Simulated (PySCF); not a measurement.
**How the method moves the HOMO and LUMO of `CN1CC1`**

Species: C3H7N.
SMILES with atom numbers: `[CH3:1][N:2]1[CH2:3][CH2:4]1` (hydrogens: H5, H6, H7 on C1; H8, H9 on C3; H10, H11 on C4)

Cartesian coordinates in Å at the PBE0-D3(BJ)/def2-SVP level; atoms count from 1:
```
atom  x, y, z in Å
C1     1.3993    0.1675    0.0494
N2     0.1173    0.3088   -0.5894
C3    -1.0358    0.4570    0.2598
C4    -0.7977   -0.7988   -0.4953
H5     2.0989   -0.3428   -0.6306
H6     1.3613   -0.4104    0.9989
H7     1.8139    1.1624    0.2741
H8    -0.8861    0.4159    1.3478
H9    -1.7967    1.1743   -0.0674
H10   -0.4891   -1.6767    0.0894
H11   -1.3781   -1.0327   -1.3947
```

Basis pcSseg-2 throughout (PySCF), one geometry. Geometry: PBE0-D3(BJ)/def2-SVP; no solvent, vibrations or thermal averaging.

How do the orbital energies, the gap and the dipole change with the method?

```csv
method,kind,HOMO (eV),LUMO (eV),gap (eV),μ (D),SCF cycles
BLYP,GGA,-5.28,0.10,5.39,1.03,14
OPBE,GGA,-5.37,0.19,5.56,1.03,14
B97-D,GGA,-5.39,0.25,5.64,1.04,13
PBE,GGA,-5.39,0.12,5.51,1.02,14
LDA,LDA,-5.48,0.04,5.52,1.07,13
BP86,GGA,-5.48,0.27,5.75,1.04,13
KT2,GGA,-5.51,0.18,5.69,1.00,14
KT3,GGA,-5.54,-0.05,5.49,1.00,14
B97-2,global hybrid,-6.50,0.83,7.33,1.12,12
B3LYP,global hybrid,-6.54,0.50,7.04,1.12,12
PBE0,global hybrid,-6.76,0.80,7.56,1.13,12
mPW1PW91,global hybrid,-6.79,0.77,7.56,1.14,12
BHandHLYP,global hybrid,-8.06,1.27,9.34,1.22,12
CAM-B3LYP,range-separated hybrid,-8.15,1.44,9.59,1.19,12
wB97X-D,range-separated hybrid,-8.63,2.45,11.08,1.18,13
LC-wPBE,range-separated hybrid,-9.49,2.54,12.03,1.25,14
HF,Hartree–Fock,-10.11,2.80,12.91,1.30,10
```

The HOMO spans 4.83 eV, from BLYP down to HF, and the gap runs from 5.39 eV (BLYP) to 12.91 eV (HF). Over the methods BLYP (0 %), OPBE (0 %), B97-D (0 %), PBE (0 %), LDA (0 %), BP86 (0 %), KT2 (0 %), KT3 (0 %), B97-2 (21 %), B3LYP (20 %), PBE0 (25 %), mPW1PW91 (25 %), BHandHLYP (50 %), HF (100 %), a straight line through the gap against the share of exact exchange rises by 0.74 eV for each 10 % (correlation coefficient 0.998). The dipole ranges from 1.00 D (KT2) to 1.30 D (HF). This basis has no diffuse functions.

The vertical ΔSCF ionisation energy at wB97X-D/def2-SVPD is 9.04 eV; −ε(HOMO) comes closest to it with wB97X-D (8.63 eV).
